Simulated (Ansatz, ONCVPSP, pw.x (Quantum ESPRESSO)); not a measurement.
# Equation-of-state test of one ONCV potential (germanium)

ONCVPSP 4.0.1.1 (patched build) input, shortened (lines: element, Z, core and valence counts, functional; n l f; lmax; l rc ep ncon nbas qcut; lloc lpopt rc5 dvloc0; l nproj debl; icmod fcfact rcfact), PBE, scalar-relativistic:

```
  Ge 32.00    6    2        4      upf
    1    0    2.00
    2    0    2.00
    2    1    6.00
    3    0    2.00
    3    1    6.00
    3    2   10.00
    4    0    2.00
    4    1    2.00
    2
    0    1.65    0.00    5    9    4.80
    1    2.30    0.00    3    7    2.90
    2    2.25    0.45    3    7    3.70
    4    5    1.35    0.00
    0    1    3.20
    1    1    1.90
    2    1    1.00
    0    0.00    0.00
```

Atomic tests: cutoffs needed: 8.8 Ha and 12 Ha (the cutoffs (Ha) at which the residual kinetic energy of the hardest occupied pseudo-wave falls to 1 and 0.1 mHa per electron); ghost test: no bound ghost flagged; GHOST(+) flagged for s at 17.2 eV; largest excitation error: +69 meV (all-electron minus pseudo) for 4s1 4p0, out of 4 test configurations.

Crystal test: diamond Ge in pw.x 7.5, no spin, 8³ k-points, Fermi–Dirac smearing 0.01 Ry, cutoffs 35/140 Ry. The reference is all-electron LAPW (Ansatz 0.2.0) with the same functional, mesh and smearing; V0 and B0 come from Birch–Murnaghan fits to the pressures at five volumes. Errors are pseudo minus all-electron; Δ is the rms difference of the E(V) curves that follow from these fits, minima aligned, over ±6 % about the mean V0. Mesh and smearing are coarse, so the numbers serve the comparison and aren't converged zero-temperature values; the lattice is a test structure that the element need not adopt.

```tsv
V (Å³/atom)	P all-electron (GPa)	P pseudo (GPa)
22.753	3.34	2.95
23.352	1.55	1.20
23.951	0.00	-0.33
24.550	-1.34	-1.66
25.149	-2.50	-2.80
```

All-electron: a0 = 5.765 Å (V0 = 23.95 Å³/atom), B0 = 57.6 GPa.

Pseudopotential: mean pressure error (GPa): -0.34; a0 (Å): 5.754; a0 error (%): -0.19; B0 error (%): +1.2; Δ (meV/atom): 1.8. The generator flags a localised state at positive energy (s at 17 eV).

Question: At the middle volume, how do free energy and pressure move when the wave cutoff is lowered (ecutrho kept at four times it)?

Answer:

```
cutoff (Ry)  shift of F (meV/atom)  shift of P (GPa)
         16                  +79.6             -2.04
         21                  +11.4             -0.31
         28                   +2.5             +0.04
```

The run at the middle volume (29 k-points, 7 iterations) took about 7.2 s on one core of a shared host (AMD EPYC 7R43 64-Core Processor, 256 threads, 1004 GiB, load 166).
